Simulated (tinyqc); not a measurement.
Inside a calculation. Method: MP2 on RHF in the sto-6g basis, frozen core, for H3O+, spin multiplicity 1. One step of it, computed by the program tinyqc.

Task: Second-order Moller-Plesset energy. E2 = sum_ijab (ia|jb) [2 (ia|jb) - (ib|ja)] / (e_i + e_j - e_a - e_b) over occupied i, j and virtual a, b; the opposite-spin part is (ia|jb)^2 / denominator, the rest is same-spin, and SCS-MP2 scales them by 6/5 and 1/3.

orbital energies (hartree): MO1 -21.031690, MO2 -1.654852, MO3 -0.982550, MO4 -0.982304, MO5 -0.832026, MO6 -0.033155, MO7 0.183247, MO8 0.183786

Two-electron integrals over orbitals (pq|rs), unique and non-zero (hartree); the lowest 1 orbital is frozen and left out:
```
p,q,r,s,(pq|rs)
2,2,2,2,0.721938
3,2,3,2,0.131952
3,3,2,2,0.638124
3,3,3,3,0.633450
4,2,2,2,-0.000047
4,2,3,3,-0.033463
4,2,4,2,0.131900
4,3,3,2,-0.033461
4,3,4,3,0.041098
4,4,2,2,0.638056
4,4,3,3,0.551171
4,4,4,2,0.033519
4,4,4,4,0.633411
5,2,2,2,-0.001284
5,2,3,3,0.001644
5,2,4,2,2.02e-06
5,2,4,4,0.001643
5,2,5,2,0.153790
5,3,3,2,0.000042
5,3,4,3,0.001687
5,3,5,3,0.031303
5,4,2,2,0.000010
5,4,3,3,0.001695
5,4,4,2,0.000041
5,4,4,4,-0.001681
5,4,5,2,0.000028
5,4,5,4,0.031302
5,5,2,2,0.760009
5,5,3,3,0.640232
5,5,4,2,0.000022
5,5,4,4,0.640201
5,5,5,2,0.020258
5,5,5,4,0.000018
5,5,5,5,0.879245
6,2,2,2,0.135093
6,2,3,3,0.089764
6,2,4,2,0.000100
6,2,4,4,0.089772
6,2,5,2,-0.006436
6,2,5,4,0.000007
6,2,5,5,0.164639
6,2,6,2,0.066827
6,3,3,2,-0.015245
6,3,4,3,0.029870
6,3,5,3,0.002232
6,3,6,3,0.060640
6,4,2,2,0.000306
6,4,3,3,0.030095
6,4,4,2,-0.015280
6,4,4,4,-0.029678
6,4,5,2,0.000011
6,4,5,4,0.002240
6,4,5,5,0.000330
6,4,6,2,0.000154
6,4,6,4,0.060787
6,5,2,2,-0.019885
6,5,3,3,-0.010952
6,5,4,2,0.000012
6,5,4,4,-0.010940
6,5,5,2,0.066605
6,5,5,4,0.000045
6,5,5,5,-0.017651
6,5,6,2,-0.013070
6,5,6,4,-0.000024
6,5,6,5,0.034576
6,6,2,2,0.475689
6,6,3,3,0.467106
6,6,4,2,0.000229
6,6,4,4,0.467316
6,6,5,2,-0.012838
6,6,5,4,-0.000013
6,6,5,5,0.474442
6,6,6,2,0.027981
6,6,6,4,-0.000098
6,6,6,5,-0.008479
6,6,6,6,0.436827
7,2,2,2,0.000243
7,2,3,3,-0.008036
7,2,4,2,-0.058178
7,2,4,4,0.008304
7,2,5,2,-1.78e-06
7,2,5,4,-0.003523
7,2,5,5,0.000271
7,2,6,2,0.000048
7,2,6,4,-0.034894
7,2,6,5,-0.000020
7,2,6,6,0.000024
7,2,7,2,0.056908
7,3,3,2,-0.034813
7,3,4,3,0.006086
7,3,5,3,0.001795
7,3,6,3,0.029802
7,3,7,3,0.033481
7,4,2,2,-0.181036
7,4,3,3,-0.133936
7,4,4,2,0.034742
7,4,4,4,-0.121868
7,4,5,2,-0.007764
7,4,5,4,-0.001799
7,4,5,5,-0.202830
7,4,6,2,-0.084821
7,4,6,4,-0.029923
7,4,6,5,0.009135
7,4,6,6,-0.030552
7,4,7,2,-0.000351
7,4,7,4,0.152166
7,5,2,2,-0.000009
7,5,3,3,0.002941
7,5,4,2,-0.007777
7,5,4,4,-0.002955
7,5,5,2,0.000105
7,5,5,4,-0.023307
7,5,5,5,-3.31e-06
7,5,6,2,-0.000017
7,5,6,4,0.004385
7,5,6,5,0.000025
7,5,6,6,-0.000027
7,5,7,2,0.002407
7,5,7,4,-0.003163
7,5,7,5,0.021115
7,6,2,2,-2.79e-06
7,6,3,3,0.046650
7,6,4,2,-0.096334
7,6,4,4,-0.046770
7,6,5,2,-0.000015
7,6,5,4,0.004455
7,6,5,5,-0.000046
7,6,6,2,-0.000064
7,6,6,4,0.061846
7,6,6,5,-0.000018
7,6,6,6,-0.000328
7,6,7,2,0.009106
7,6,7,4,-0.051560
7,6,7,5,0.007222
7,6,7,6,0.128582
7,7,2,2,0.565884
7,7,3,3,0.498947
7,7,4,2,0.029181
7,7,4,4,0.574934
7,7,5,2,0.001437
7,7,5,4,-0.002774
7,7,5,5,0.568235
7,7,6,2,0.066681
7,7,6,4,-0.045458
7,7,6,5,-0.006950
7,7,6,6,0.458526
7,7,7,2,0.017786
7,7,7,4,-0.071157
7,7,7,5,-0.003554
7,7,7,6,-0.063435
7,7,7,7,0.560167
8,2,3,2,0.058149
8,2,4,3,0.008202
8,2,5,3,0.003524
8,2,6,3,0.034902
8,2,7,3,-0.000116
8,2,8,2,0.056911
8,3,2,2,0.180975
8,3,3,3,0.121830
8,3,4,2,0.034802
8,3,4,4,0.133958
8,3,5,2,0.007763
8,3,5,4,-0.001785
8,3,5,5,0.202805
8,3,6,2,0.084837
8,3,6,4,-0.029616
8,3,6,5,-0.009122
8,3,6,6,0.030800
8,3,7,2,-0.000038
8,3,7,4,-0.086898
8,3,7,5,-0.003176
8,3,7,6,-0.051713
8,3,7,7,0.106456
8,3,8,3,0.152215
8,4,3,2,0.034812
8,4,4,3,-0.006047
8,4,5,3,-0.001790
8,4,6,3,-0.029714
8,4,7,3,-0.031987
8,4,8,2,0.000179
8,4,8,4,0.033407
8,5,3,2,0.007778
8,5,4,3,-0.002941
8,5,5,3,0.023308
8,5,6,3,-0.004375
8,5,7,3,-0.003175
8,5,8,2,0.002407
8,5,8,4,0.003172
8,5,8,5,0.021119
8,6,3,2,0.096305
8,6,4,3,-0.046567
8,6,5,3,-0.004443
8,6,6,3,-0.061613
8,6,7,3,-0.051699
8,6,8,2,0.009128
8,6,8,4,0.051626
8,6,8,5,0.007209
8,6,8,6,0.128259
8,7,3,2,0.029581
8,7,4,3,-0.038160
8,7,5,3,-0.002789
8,7,6,3,-0.045770
8,7,7,3,-0.017920
8,7,8,2,-0.017633
8,7,8,4,0.017855
8,7,8,5,0.003576
8,7,8,6,0.063743
8,7,8,7,0.049117
8,8,2,2,0.566013
8,8,3,3,0.575131
8,8,4,2,-0.029424
8,8,4,4,0.498870
8,8,5,2,0.001440
8,8,5,4,0.002792
8,8,5,5,0.568342
8,8,6,2,0.066726
8,8,6,4,0.045886
8,8,6,5,-0.006968
8,8,6,6,0.458235
8,8,7,2,-0.017531
8,8,7,4,-0.106590
8,8,7,5,0.003566
8,8,7,6,0.063673
8,8,7,7,0.462732
8,8,8,3,0.071032
8,8,8,8,0.560569
```

Hartree-Fock energy = -75.98840304 hartree

Give: Terms; Pair energies; MP2 correlation energy; SCS-MP2 correlation energy; MP2 total energy.

Result:

Terms (the 40 largest of 74):
```
i,j,a,b,(ia|jb),(ib|ja),denominator,term
4,4,7,7,0.152,0.152,-2.331,-0.010
3,3,8,8,0.152,0.152,-2.333,-0.010
4,3,7,8,-0.087,-0.032,-2.332,-0.005
3,4,8,7,-0.087,-0.032,-2.332,-0.005
3,2,8,6,0.085,0.035,-2.788,-4.10e-03
2,3,6,8,0.085,0.035,-2.788,-4.10e-03
2,4,6,7,-0.085,-0.035,-2.787,-4.10e-03
4,2,7,6,-0.085,-0.035,-2.787,-4.10e-03
4,4,6,6,0.061,0.061,-1.898,-1.95e-03
3,3,6,6,0.061,0.061,-1.899,-1.94e-03
2,2,6,6,0.067,0.067,-3.243,-1.38e-03
2,2,7,7,0.057,0.057,-3.676,-8.81e-04
2,2,8,8,0.057,0.057,-3.677,-8.81e-04
5,5,6,6,0.035,0.035,-1.598,-7.48e-04
3,3,7,7,0.033,0.033,-2.332,-4.81e-04
4,4,8,8,0.033,0.033,-2.332,-4.79e-04
4,4,7,6,-0.030,-0.030,-2.115,-4.23e-04
4,4,6,7,-0.030,-0.030,-2.115,-4.23e-04
3,3,6,7,0.030,0.030,-2.115,-4.20e-04
3,3,7,6,0.030,0.030,-2.115,-4.20e-04
4,3,8,6,-0.030,-0.030,-2.115,-4.19e-04
3,4,6,8,-0.030,-0.030,-2.115,-4.19e-04
3,4,8,6,-0.030,-0.030,-2.115,-4.13e-04
4,3,6,8,-0.030,-0.030,-2.115,-4.13e-04
4,3,8,7,-0.032,-0.087,-2.332,3.14e-04
3,4,7,8,-0.032,-0.087,-2.332,3.14e-04
5,5,7,7,0.021,0.021,-2.031,-2.20e-04
5,5,8,8,0.021,0.021,-2.032,-2.20e-04
2,4,7,6,-0.035,-0.085,-2.787,1.88e-04
4,2,6,7,-0.035,-0.085,-2.787,1.88e-04
2,3,8,6,0.035,0.085,-2.788,1.88e-04
3,2,6,8,0.035,0.085,-2.788,1.88e-04
2,5,6,6,-0.013,-0.013,-2.421,-7.06e-05
5,2,6,6,-0.013,-0.013,-2.421,-7.06e-05
4,5,7,6,0.009,4.38e-03,-1.964,-6.46e-05
5,4,6,7,0.009,4.38e-03,-1.964,-6.46e-05
5,3,6,8,-0.009,-4.37e-03,-1.965,-6.44e-05
3,5,8,6,-0.009,-4.37e-03,-1.965,-6.44e-05
3,5,8,7,-3.18e-03,-3.18e-03,-2.182,-4.63e-06
5,3,7,8,-3.18e-03,-3.18e-03,-2.182,-4.63e-06
```

Pair energies (hartree; pair i-j sums ij and ji):
```
pair,opposite spin,same spin
2-2,-3.14e-03,0
3-2,-0.006,-1.79e-03
3-3,-0.013,0
4-2,-0.006,-1.79e-03
4-3,-0.009,-2.59e-03
4-4,-0.013,0
5-2,-1.49e-04,-1.05e-11
5-3,-1.23e-04,-2.29e-05
5-4,-1.23e-04,-2.30e-05
5-5,-1.19e-03,0
```

MP2 correlation energy = -0.05842 hartree

SCS-MP2 correlation energy = -0.06472 hartree

MP2 total energy = -76.04682 hartree
